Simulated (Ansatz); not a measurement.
**C₂H₇N (singlet): the correlation ladder, cc-pVTZ**

One table from this session's results is given with a row withheld; the runs are named, their logs left out.

Method: cc-pVTZ, core rule «outside noble gas», up to 3 orbitals frozen; program: Ansatz 0.2.0, Gaussian basis.

The runs, in order: UHF; CCSD(T) on RHF; BCCD(T) on RHF.

14 further runs of the same task are left out: 1 that didn't finish, 13 set aside as unsound or not needed.

## The system

The geometry is an MP2(full)/6-31G* stationary point (not a proven minimum).

10 atoms, charge 0, spin multiplicity 1.

Atoms are counted from 1 here; the program's logs count them from 0.

Bond lengths: C1–N2 1.456 Å, C1–H4 1.103 Å, C1–H5 1.092 Å, C1–H6 1.094 Å, N2–C3 1.456 Å, N2–H7 1.018 Å, C3–H8 1.103 Å, C3–H9 1.092 Å, C3–H10 1.094 Å. Angles: N2–C1–H4 114.1°, N2–C1–H5 109.5°, N2–C1–H6 108.9°, H4–C1–H5 108.5°, H4–C1–H6 107.7°, H5–C1–H6 107.9°, C1–N2–C3 111.7°, C1–N2–H7 108.8°, C3–N2–H7 108.8°, N2–C3–H8 114.1°, N2–C3–H9 109.5°, N2–C3–H10 108.9°, H8–C3–H9 108.5°, H8–C3–H10 107.7°, H9–C3–H10 107.9°.

Set-up of the first run:

File in.yaml:

```yaml
crystal:
  periodic: [false, false, false]
  atoms:
    - {symbol: C, position_ang: [-0.016003, -0.256609, 1.204880]}
    - {symbol: N, position_ang: [-0.016003, 0.560563, 0.000000]}
    - {symbol: C, position_ang: [-0.016003, -0.256609, -1.204880]}
    - {symbol: H, position_ang: [0.803028, -0.994649, 1.248506]}
    - {symbol: H, position_ang: [0.051125, 0.389275, 2.083405]}
    - {symbol: H, position_ang: [-0.960693, -0.804894, 1.261750]}
    - {symbol: H, position_ang: [0.816830, 1.146313, 0.000000]}
    - {symbol: H, position_ang: [0.803028, -0.994649, -1.248506]}
    - {symbol: H, position_ang: [0.051125, 0.389275, -2.083405]}
    - {symbol: H, position_ang: [-0.960693, -0.804894, -1.261750]}
basis:
  gaussian: {orbitals: cc-pVTZ}
magnetization: {spin_polarized: true, initial_magnetization: 0}
hamiltonian: {xc: hf}
output: {orbitals: {seedname: orbitals}}
```

Started as:

```console
$ ansatz run in.yaml --threads 1 --pin off --events-out ev --progress --plain --max-ram 2560MiB --backend cpu
```

Steps of the session up to this table: UHF; CCSD(T) on RHF; BCCD(T) on RHF.

One of the session's tables, all rows but one given; the rest of the session is left out.

```
  method  from RCCSD(T) (meV)
     RHF                    ?
    RMP2              +1557.4
   RCCSD               +611.1
RCCSD(T)                    0
 BCCD(T)                 -2.8
```

**Question.** Estimate the row for RHF.

The run gave: from RCCSD(T) (meV): +17269.7. In the column «from RCCSD(T) (meV)» it is the highest.

With the free atoms at the same levels and basis (separate runs), the atomisation energy is 36.782 eV at RCCSD(T), 27.469 eV at RHF.
